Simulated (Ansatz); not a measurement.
Species: HO (charge -1, singlet). Whether it binds its extra electron was not tested at this geometry. 
Structure (B3LYP-D3(BJ)/def2-TZVP (Ansatz, an electronic-structure program) minimum search):
SMILES: [OH-]
```xyz
2

O      0.0000     0.0000    -0.1078
H      0.0000     0.0000     0.8624
```
Charge -1, spin multiplicity 1.

Basis-set convergence of Hartree-Fock and CCSD(T) correlation energies (hartree) with Ansatz. Correlated levels leave the core frozen unless marked. No spin-orbit coupling. No relativistic terms. This anion needs diffuse functions, which these sets lack.

```tsv
basis	functions	E(HF)	E(corr, CCSD(T))
cc-pVDZ	19	-75.33081	-0.20446
cc-pVTZ	44	-75.38260	-0.27509
cc-pVQZ	85	-75.40124	-0.30113
cc-pV5Z	146	?	?
```

Question: Complete the blanks.

Answer: 
- cc-pV5Z, E(HF): -75.41241
- cc-pV5Z, E(corr, CCSD(T)): -0.31287
